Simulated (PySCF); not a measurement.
Compound: P2F4.
Cartesian coordinates in Å at the PBE0-D3(BJ)/def2-SVP level; atoms count from 1:
```
atom  x, y, z in Å
F1     1.7079   -0.7844   -0.7845
P2     1.0369    0.4622   -0.0065
F3     1.3621    0.0168    1.5122
P4    -1.0381   -0.4608    0.0015
F5    -1.7125    0.7869    0.7748
F6    -1.3587   -0.0186   -1.5192
```

Level of theory: TDDFT CAM-B3LYP/def2-SVPD, vertical, gas phase, core orbitals frozen in the response in PySCF 2.14.0, density-fitted response routines.

Kohn–Sham orbitals with the atoms that hold most of them (Löwdin shares over 4%, at most four atoms; ? is withheld):

```tsv
orbital	ε (eV)	atoms
HOMO-3	-14.31	F6 25%, F1 25%, F3 25%, F5 24%
HOMO-2	-13.41	P4 17%, P2 17%, F3 16%, F6 16%
HOMO-1	-11.76	P2 29%, P4 29%, F6 11%, F3 11%
HOMO	?	?
LUMO	-0.88	?
LUMO+1	-0.63	P4 29%, P2 29%, F5 11%, F3 11%
LUMO+2	1.10	P2 34%, P4 34%, F6 8%, F1 8%
```

Problem. Which atoms hold the LUMO, and with what shares?

Solution. P4 (bonded to 2 F and P) 37%; P2 (bonded to 2 F and P) 37%; F6 (bonded to P) 7%; F3 (bonded to P) 7%. By element: phosphorus 74%, fluorine 13% or more.

Problem. Which atoms hold the HOMO, and with what shares?

Solution. P2 (bonded to 2 F and P) 35%; P4 (bonded to 2 F and P) 35%; F1 (bonded to P) 7%; F5 (bonded to P) 7%. By element: phosphorus 71%, fluorine 15% or more.

Problem. What is the HOMO energy, and the HOMO–LUMO gap?

Solution. ε(HOMO) = -8.91 eV; the gap is 8.02 eV (0.2948 hartree).

Problem. How does S1 compare with the orbital gap of 8.02 eV?

Solution. S1 is at 4.38 eV (f = 0.014), 3.64 eV below the gap, made of HOMO→LUMO+1 (98%). Its leading pair isn't HOMO and LUMO; the energies of that pair differ by 8.28 eV. 

Problem. One configuration dominates each of S1, S2, S5 and S6. Which, and how do the shares of the two leading atoms of either orbital change from the occupied to the empty one?

Solution. 
- S1 (4.38 eV, f 0.014), HOMO→LUMO+1 (98%): P2 35% → 29%, P4 35% → 29%
- S2 (4.94 eV, f 0.214), HOMO→LUMO (95%): P2 35% → 37%, P4 35% → 37%
- S5 (7.56 eV, f 0.0000), HOMO-1→LUMO (76%): P2 29% → 37%, P4 29% → 37%
- S6 (7.60 eV, f 0.0000), HOMO-1→LUMO+1 (96%): P2 29% → 29%, P4 29% → 29%

Löwdin shares depend on the basis, the more so with diffuse functions.

One conformer stands for the species.
